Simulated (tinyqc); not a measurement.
CCD on RHF in the sto-3g basis, frozen core, for LiH, spin multiplicity 1, step by step. One step of it, computed by the program tinyqc.

Problem. Orthogonalisation. S = U s U^T; symmetric (Loewdin) form X = U s^(-1/2) U^T, so that X^T S X = 1.

overlap S, lower triangle:
```
           1Li 1s    1Li 2s   1Li 2px   1Li 2py   1Li 2pz     2H 1s
1Li 1s   1.000000
1Li 2s   0.241137  1.000000
1Li 2px  0.000000  0.000000  1.000000
1Li 2py  0.000000  0.000000  0.000000  1.000000
1Li 2pz  0.000000  0.000000  0.000000  0.000000  1.000000
2H 1s    0.085816  0.425253  0.000000  0.000000  0.533205  1.000000
```

Give: eigenvalues of S; X.

Solution.

eigenvalues of S: 0.315  0.797  1.000  1.000  1.165  1.723

X, lower triangle:
```
         1Li 1s  1Li 2s  1Li 2px  1Li 2py  1Li 2pz  2H 1s
1Li 1s    1.023
1Li 2s   -0.126   1.129
1Li 2px   0.000   0.000    1.000
1Li 2py   0.000   0.000    0.000    1.000
1Li 2pz  -0.001   0.133    0.000    0.000    1.166
2H 1s    -0.003  -0.313    0.000    0.000   -0.392  1.272
```
